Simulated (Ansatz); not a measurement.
Basis-set extrapolation for C4H9+, SMILES `C[C+](C)C` (PBE0-D4/def2-TZVP geometry, frozen core, the Gaussian-basis code of Ansatz). Multiplicity 1, RHF reference.

```csv
,def2-TZVPP,def2-QZVPP
HF,-156.504091,-156.511736
MP2 correlation,-0.661565,-0.703352
CCSD(T) correlation,-0.739659,not run
```

Energies in hartree. Use E(X) = E(∞) + A·exp(−7.88·√X) for Hartree–Fock and E(X) = E(∞) + B·X^(−2.97) for correlation, with X = 3 and 4, and add CCSD(T) minus MP2 of the smaller set to the MP2 limit.

Q: What is the CCSD(T) energy at the basis-set limit?

A: HF limit: -156.511736 + (-0.007645) × 0.13774 = -156.51279. MP2 limit: -0.703352 + (-0.041787) × 0.74074 = -0.73431. Higher-order term: -0.739659 − (-0.661565) = -0.07809. Total: -157.32519 hartree, 213.8 kJ/mol below CCSD(T)/def2-TZVPP.
